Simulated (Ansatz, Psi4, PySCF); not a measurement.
Reaction (SMILES): S=C=S [methanedithione] -> S=C=S as doublet, charge +1 + e-

Property: adiabatic ionisation energy (0 K, with zero-point energies), in eV. Terms: UHF or UKS for open shells; 6-311+G** with 5d, 6d on Na to Ar in Ansatz (a quantum-chemistry and plane-wave program); six Cartesian d functions in 6-31G* and its kin unless marked 5d; non-relativistic; valence correlation only; dispersion terms only where a functional's name holds one; no spin-orbit coupling; LANL2DZ with its own core potentials from Na on. First-principles rows: single points at B3LYP-D3(BJ) geometries (Ansatz), with unscaled harmonic terms from B3LYP/6-31G* at its own minima. A UHF reference is markedly spin-contaminated in at least one set, which strains HF and MP2. The spin state of an ion or metal species was assumed, not searched.

```json
[
 {"level": "HF/LANL2DZ", "program": "Ansatz", "adiabatic ionisation energy (0 K, with zero-point energies) (eV)": "9.02"},
 {"level": "PBE/LANL2DZ", "program": "Ansatz", "adiabatic ionisation energy (0 K, with zero-point energies) (eV)": "10.19"},
 {"level": "BLYP/6-31G*", "program": "Ansatz", "adiabatic ionisation energy (0 K, with zero-point energies) (eV)": "9.82"},
 {"level": "B3LYP/3-21G", "program": "Ansatz", "adiabatic ionisation energy (0 K, with zero-point energies) (eV)": "10.24"},
 {"level": "B3LYP/6-31G*", "program": "Ansatz", "adiabatic ionisation energy (0 K, with zero-point energies) (eV)": "10.04"},
 {"level": "wB97X-D/6-311+G**", "program": "Psi4", "adiabatic ionisation energy (0 K, with zero-point energies) (eV)": "10.10"},
 {"level": "MP2/6-311+G**", "program": "Ansatz", "adiabatic ionisation energy (0 K, with zero-point energies) (eV)": "10.24"},
 {"level": "PBE0/def2-TZVPD", "program": "Ansatz", "adiabatic ionisation energy (0 K, with zero-point energies) (eV)": "10.03"},
 {"level": "M06-2X/def2-TZVPD", "program": "PySCF", "adiabatic ionisation energy (0 K, with zero-point energies) (eV)": "10.13"}
]
```

No value to compare with is used here. The 7 habitual levels span 9.02 (HF/LANL2DZ) to 10.24 eV (B3LYP/3-21G); PBE0/def2-TZVPD gives 10.03.

The levels are drawn from those run, B3LYP/6-31G* more often than the rest, none by its result; runs whose electronic state is in doubt are left out.
